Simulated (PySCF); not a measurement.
PySCF input (BP86/def2-SVP):

```python
from pyscf import gto, dft

mol = gto.M(
    atom='''
    C     0.00227663    1.20322040    0.44486336
    C    -0.00323775   -1.10658101    0.32114868
    C     0.75429655    0.05058455   -0.25644294
    C    -0.75323020    0.05431008   -0.25880444
    H     0.00551906    2.07512735   -0.24949554
    H    -0.00521134   -1.21291184    1.41329693
    H    -0.00467620   -2.04349842   -0.23866461
    H     1.26715092   -0.01708750   -1.21288037
    H    -1.26341383   -0.01083375   -1.21684443
    ''',
    basis='def2-svp',
    charge=-1,
    spin=0,
    verbose=4,
)

mf = dft.RKS(mol, xc='bp86')
mf.grids.level = 3
mf.conv_tol = 1e-9
mf.max_cycle = 100
mf.max_memory = 1500
mf.kernel()
if not mf.converged:
    mf = mf.newton()
    mf.kernel(mf.make_rdm1())
mf.dip_moment()
```

### Question
Predict the final energy.

### Answer
-155.15127 Eh.
